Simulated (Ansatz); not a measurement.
**SiPH (triplet): the correlation ladder, 6-31G**

Aim: climb from Hartree-Fock through coupled cluster and multireference methods for SiPH (triplet) at one geometry and basis, and see what each rung misses.

The runs use Ansatz 0.2.0, Gaussian basis; 6-31G, core rule «outside noble gas», up to 10 orbitals frozen.

Plan: UHF; CCSD(T) on ROHF; CCSD(T) on UHF; BCCD(T) on ROHF; CISD; CCSDT(Q) on ROHF; CCSDT(Q) on UHF; CCSDTQ on ROHF; CCSDTQ on UHF; CASSCF and MRCISD+Q, 10 electrons in 9 orbitals; CASSCF and NEVPT2, 10 electrons in 9 orbitals; Full CI.

4 further runs of the same task are left out: 4 set aside as unsound or not needed.

**1. The geometry**

The geometry is a PBE0/def2-TZVP stationary point (not a proven minimum) of the parent state, kept for this charge and spin.

3 atoms, charge 0, spin multiplicity 3.

Atoms are counted from 1 here; the program's logs count them from 0.

Bond lengths: Si1–P2 2.045 Å, P2–H3 1.492 Å. Angles: Si1–P2–H3 60.6°.

**2. UHF**

Contents of in.yaml:

```yaml
crystal:
  periodic: [false, false, false]
  atoms:
    - {symbol: Si, position_ang: [0.000000, -0.009804, 1.076668]}
    - {symbol: P, position_ang: [0.000000, -0.032609, -0.968123]}
    - {symbol: H, position_ang: [0.000000, 1.275240, -0.250352]}
basis:
  gaussian: {orbitals: 6-31G}
magnetization: {spin_polarized: true, initial_magnetization: 2}
hamiltonian: {xc: hf}
output: {orbitals: {seedname: orbitals}}
```

Command:

```sh
> ansatz run in.yaml --threads 1 --pin off --events-out ev --progress --plain --max-ram 4096MiB --backend cpu
```

After this run come: CCSD(T) on ROHF; CCSD(T) on UHF; BCCD(T) on ROHF; CISD; CCSDT(Q) on ROHF; CCSDT(Q) on UHF; CCSDTQ on ROHF; CCSDTQ on UHF; CASSCF and MRCISD+Q, 10 electrons in 9 orbitals; CASSCF and NEVPT2, 10 electrons in 9 orbitals; Full CI.

**Question.** What will the summary of the whole plan be? Wanted: FCI below the RHF energy; RMP2 from FCI; UMP2 from FCI; RCCSD from FCI; RCCSD(T) from FCI; UCCSD(T) from FCI; RCCSDT(Q) from FCI; UCCSDT(Q) from FCI; NEVPT2 valence from FCI.

The runs gave:

```
                         quantity                                                                                     value
         FCI below the RHF energy                                                                                -3.2133 eV
                    RMP2 from FCI                                                                           +16.22 kcal/mol
                    UMP2 from FCI                                                                           +23.59 kcal/mol
                   RCCSD from FCI                                                                            +3.96 kcal/mol
                RCCSD(T) from FCI                                                                            +1.04 kcal/mol
                UCCSD(T) from FCI                                                                            +1.29 kcal/mol
               RCCSDT(Q) from FCI                                                                            +0.07 kcal/mol
               UCCSDT(Q) from FCI                                                                            +0.05 kcal/mol
          NEVPT2 valence from FCI                                                                            +6.98 kcal/mol
        MRCISD+Q valence from FCI                                                                            +0.23 kcal/mol
levels within 1 kcal/mol (43 meV)  RCCSDT, UCCSDT, RCCSDT(Q), UCCSDT(Q), RCCSDTQ, UCCSDTQ, MRCISD valence, MRCISD+Q valence
                    T1 diagnostic                                                                                     0.043
   effectively unpaired electrons                                                                                      2.15
```

In words: RCCSD(T) misses by +1.04 kcal/mol, 1.4 % of the correlation energy. The occupations are near whole numbers, but T1 = 0.043 shows that the orbitals relax strongly. Of the multireference levels listed MRCISD+Q valence comes nearest in total energy (+0.23 kcal/mol), which doesn't show that its space is the better one. Coupled cluster took another determinant than the lowest Hartree-Fock one. These misses are within one basis, not against nature; the frozen cores of restricted and unrestricted runs differ, which can shift their rows.
